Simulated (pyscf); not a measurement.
This saddle point was located with ωB97X-D3(BJ)/def2-SVP in PySCF.

```
Ga
F 1 1.7430
O 1 1.7631 2 125.25
H 3 0.9640 1 114.24 2 5.84
F 1 1.8597 2 111.79 3 -145.96
H 5 1.3431 1 82.88 2 -102.75
Cl 6 1.4342 5 140.72 1 -0.39
```

Surface: singlet, charge 0. Lowest wavenumbers (cm⁻¹): 441i, 101, 162, 171, 194.

Task: What reaction is this the transition state of?

Result: HO–Ga(F)–F (SMILES [OH][Ga]([F])[F]) + HCl (SMILES Cl) <-> HO–Ga(F)–Cl (SMILES [OH][Ga]([F])[Cl]) + HF (SMILES F), a four-centre exchange read from left to right: F–Ga, Cl–H broken and Cl–Ga, F–H formed. At ωB97M-D3(BJ)/def2-TZVP it lies -21.0 kJ/mol from the left side and +11.6 kJ/mol from the right (each side as separated species at their lowest minima found). On the reactant side the descent ends in an adduct with a Cl–Ga contact, 47.0 kJ/mol under the separated species and 15.1 kJ/mol under the saddle at ωB97X-D3(BJ)/def2-TZVP. On the product side the descent ends in an adduct with a F–Ga contact, 45.0 kJ/mol under the separated species and 53.8 kJ/mol under the saddle at ωB97X-D3(BJ)/def2-TZVP. At ωB97M-D3(BJ) the saddle lies under the separated reactants, which points to a path from their complex (located at ωB97X-D3(BJ) alone). What is counted as formed (Cl–Ga) is already present as a longer contact in the reactant adduct; forming that adduct is a step of its own. What is counted as broken (F–Ga) persists as a longer contact in the product adduct; parting that adduct is a step of its own. At ωB97X-D3(BJ) the barrier from the zero used here is -31.9 kJ/mol. This is the saddle that the search found; another between the same sides may lie lower. Elements up to Kr have no core potential and no relativistic terms here.
